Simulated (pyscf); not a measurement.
Thermochemistry of product channels of Cl–Ge•(Cl)–Cl + H₂ on the doublet surface, in kJ/mol, from ωB97M-D3(BJ)/def2-TZVP energies (ideal gas, 1 atm, RRHO with modes under 100 cm⁻¹ raised to 100, one conformer, R ln 2 for chiral ones without a mode under 150 cm⁻¹). Single points on ωB97X-D3(BJ)/def2-SVP structures (PySCF, gas phase).

```
products                           ΔE  ΔH(298 K)  ΔG(900 K)  ΔG(1200 K)
------------------------------  -----  ---------  ---------  ----------
HCl + Cl–Ge:–Cl [singlet] + H•    ___     +198.4      +81.9       +43.6
HCl + Cl–GeH•–Cl                +56.6      +60.9      +37.1       +31.1
```

Q: Fill in the missing entries.

A: 
- HCl + Cl–Ge:–Cl [singlet] + H•, ΔE: +208.9

These are energies of the channels, which say nothing of barriers. Elements up to Kr have no core potential and no relativistic terms here.
